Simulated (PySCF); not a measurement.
Ammonia, NH₃.
Cartesian coordinates in Å at the GFN2-xTB level; atoms count from 1:
```
atom  x, y, z in Å
N1     0.006    0.003    0.269
H2     0.925   -0.196   -0.107
H3    -0.630   -0.701   -0.086
H4    -0.289    0.899   -0.099
```

The closed-shell SCF was solved with PySCF and density fitting under several settings on one GFN2-xTB geometry (grid level 2 and gas phase unless stated).

```tsv
settings	basis functions	SCF cycles	E (Eh)	HOMO (eV)	LUMO (eV)	dipole (D)
PBE0/pcSseg-1	32	9	-56.4792	-7.31	1.59	1.74
CAM-B3LYP/def2-SVPD	44	10	-56.4936	-9.16	1.67	1.55
```

Estimate the rows for these settings: (1) mPW1PW91/def2-SVPD; (2) PBE0/MINI, IEF-PCM dichloromethane, fitting basis def2-universal-jkfit, start guess sap.

```
                                                                               settings  basis functions  SCF cycles    E (Eh)  HOMO (eV)  LUMO (eV)  dipole (D)
                                                                     mPW1PW91/def2-SVPD               44          10  -56.5071      -7.66       0.95        1.51
PBE0/MINI, IEF-PCM dichloromethane, fitting basis def2-universal-jkfit, start guess sap                8           6  -56.0257      -7.32       5.87        2.08
```

Over all rows, what range does the HOMO–LUMO gap span?

From 8.61 eV (mPW1PW91/def2-SVPD) to 13.19 eV (PBE0/MINI, IEF-PCM dichloromethane, fitting basis def2-universal-jkfit, start guess sap). The functional of the narrowest has 25 % exact exchange, that of the widest 25 % exact exchange.

And the dipole moment?

From 1.51 D (mPW1PW91/def2-SVPD) to 2.08 D (PBE0/MINI, IEF-PCM dichloromethane, fitting basis def2-universal-jkfit, start guess sap); the largest is 1.38 times the smallest, and the median is 1.65 D.

Cycle counts include a coarse-grid stage where the run had one. Geometry: GFN2-xTB; no vibrations or thermal averaging.
